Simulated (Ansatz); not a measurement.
Density of states of Cu₃Pt (Pm-3m, a = 3.684 Å, b = 3.684 Å, c = 3.684 Å, α = 90.00°, β = 90.00°, γ = 90.00°), in states per eV and primitive cell, averaged over bins of 0.3 eV. The calculation used Ansatz, DFT r2SCAN, scalar-relativistic, plane waves, PAW.

Plane waves to 500 eV, a k mesh through Γ of 12×12×12 on the computed 4-atom cell and Gaussian smearing (0.10 eV); no spin polarisation.

The cell is relaxed at this level. The states (both spins) are summed by tetrahedra on a 18×18×18 mesh at the self-consistent density. Energies are bin centres; the table starts no lower than −8 eV and ends at 6 eV, or lower where the solved bands end.

It is a metal at this level.

```tsv
E − E_F (eV)	total	Cu 3d	Pt 5d	Cu 4s	Pt 6s
-7.90	0.43	0.01	0.01	0.27	0.12
-7.60	0.50	0.01	0.02	0.30	0.15
-7.30	0.61	0.03	0.04	0.35	0.19
-7.00	0.68	0.04	0.05	0.36	0.21
-6.70	0.66	0.05	0.07	0.33	0.20
-6.40	0.67	0.08	0.09	0.31	0.18
-6.10	1.04	0.15	0.19	0.53	0.16
-5.80	2.47	0.50	0.86	0.95	0.12
-5.50	3.87	1.21	1.53	0.83	0.27
-5.20	3.73	1.26	1.73	0.55	0.16
-4.90	3.49	1.57	1.48	0.26	0.14
-4.60	4.93	2.58	1.95	0.22	0.13
-4.30	8.94	4.67	3.69	0.27	0.19
-4.00	5.46	3.01	2.18	0.08	0.10
-3.70	4.25	2.50	1.46	0.15	0.05
-3.40	6.34	5.07	0.97	0.16	0.04
-3.10	9.45	8.08	0.98	0.19	0.05
-2.80	14.11	12.34	1.14	0.33	0.08
-2.50	12.05	10.65	0.94	0.22	0.06
-2.20	11.26	10.21	0.69	0.16	0.06
-1.90	9.48	8.61	0.60	0.10	0.06
-1.60	8.67	6.62	1.86	0.08	0.04
-1.30	11.27	8.26	2.76	0.12	0.05
-1.00	8.07	5.14	2.55	0.22	0.05
-0.70	5.19	3.01	1.69	0.33	0.06
-0.40	2.74	1.29	0.93	0.32	0.07
-0.10	2.03	0.82	0.48	0.50	0.07
0.20	1.03	0.29	0.19	0.35	0.05
0.50	0.76	0.17	0.14	0.26	0.04
0.80	0.68	0.12	0.12	0.21	0.05
1.10	0.83	0.15	0.14	0.20	0.12
1.40	0.96	0.15	0.16	0.21	0.16
1.70	1.09	0.15	0.17	0.25	0.18
2.00	1.13	0.14	0.16	0.28	0.17
2.30	1.16	0.12	0.14	0.29	0.15
2.60	1.05	0.09	0.11	0.27	0.12
2.90	0.97	0.07	0.09	0.24	0.10
3.20	0.92	0.06	0.07	0.22	0.08
3.50	0.86	0.05	0.06	0.20	0.07
3.80	0.80	0.04	0.05	0.18	0.06
4.10	0.75	0.03	0.04	0.15	0.05
4.40	0.72	0.03	0.03	0.14	0.06
4.70	0.70	0.03	0.03	0.12	0.07
5.00	0.72	0.03	0.02	0.13	0.10
5.30	0.78	0.03	0.03	0.17	0.11
5.60	0.81	0.03	0.03	0.22	0.12
```

The columns after the total are the Löwdin projections on the occupied valence shells of the potentials. The rest of the total lies in shells that are empty in the free atom, which aren't projected, and between the atoms.

Spin-orbit coupling is left out, which matters for the bands of heavy elements.

Cost: 1 run of about 1.7 core-minutes, on Arm Neoverse V1 (shared hosts).